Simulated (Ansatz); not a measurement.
A run for Ansatz (a quantum-chemistry and plane-wave program): R-CCSD(T)/aug-cc-pVTZ on C2H2N2 (a complex).

Ansatz 0.2 input:
```yaml
crystal:
  periodic: [false, false, false]
  atoms:
    - {symbol: H, position_ang: [0.00000000, 0.00000000, 3.85521306]}
    - {symbol: C, position_ang: [0.00000000, 0.00000000, 2.78649976]}
    - {symbol: N, position_ang: [0.00000000, 0.00000000, 1.63150791]}
    - {symbol: H, position_ang: [0.00000000, 0.00000000, -0.59377492]}
    - {symbol: C, position_ang: [0.00000000, 0.00000000, -1.66809824]}
    - {symbol: N, position_ang: [0.00000000, 0.00000000, -2.82525056]}
basis:
  gaussian:
    orbitals: aug-cc-pVTZ
magnetization: {spin_polarized: false}
correlation: {method: ccsd_t, electrons: outside_noble_gas}
scf: {lower_state_search: off}
```

The log:

```
WARN ansatz: RAYON_NUM_THREADS=2 ignored (pool sized by the plan → 2); use --threads N
Functional definition: HF
these checks for a lower state are left out or cut short: stability, starts, cluster_reference, orbital_swaps, neighbouring_geometries, increment
integrals: 1.22 GiB planned
1348 factors; integrals over basis functions are off by at most 1.2e-3 eV
mean field: 0.63 GiB planned
mean field evaluation 1: about -5052.9632 eV, gradient 3.9e1 eV
mean field evaluation 2: about -5052.9712 eV, gradient 3.9e1 eV
mean field evaluation 4: about -5056.4640 eV, gradient 4.0e0 eV
mean field evaluation 8: about -5056.5280 eV, gradient 2.6e-4 eV
mean field -5056.52798212 eV, -185.8239759051 hartree, gradient 2.1e-6 eV, S^2 0.000000; 0 other end points of the search recorded, 0 dependent functions left out
4 core orbitals not correlated
reference -5056.52798212 eV, -185.8239759051 hartree; 10, 10 occupied and 216, 216 virtual orbitals, 1348 factors
second order -19.14431965 eV of doubles, -0.00000000 eV of singles
coupled cluster: 1.95 GiB planned
cycle   1  -18.50031747 eV  change    6.4e-1 eV  update   1.2e-1
cycle   2  -19.15354050 eV  change   -6.5e-1 eV  update   3.6e-2
cycle   3  -19.29281458 eV  change   -1.4e-1 eV  update   1.6e-2
cycle   4  -19.29079758 eV  change    2.0e-3 eV  update   4.1e-3
cycle   5  -19.29696797 eV  change   -6.2e-3 eV  update   1.6e-3
cycle   6  -19.29799367 eV  change   -1.0e-3 eV  update   3.7e-4
cycle   7  -19.29805166 eV  change   -5.8e-5 eV  update   1.0e-4
cycle   8  -19.29814635 eV  change   -9.5e-5 eV  update   2.9e-5
cycle   9  -19.29816618 eV  change   -2.0e-5 eV  update   1.0e-5
perturbative correction -1.01612220 eV, -0.0373418020 hartree
Total energy: -5076.84227049 eV, -186.5705122333 hartree
Checks for a lower state left out: stability, starts, cluster_reference, orbital_swaps, neighbouring_geometries, increment
```

Self-consistency was reached.

Cost: about 30 core-seconds (a rough figure).
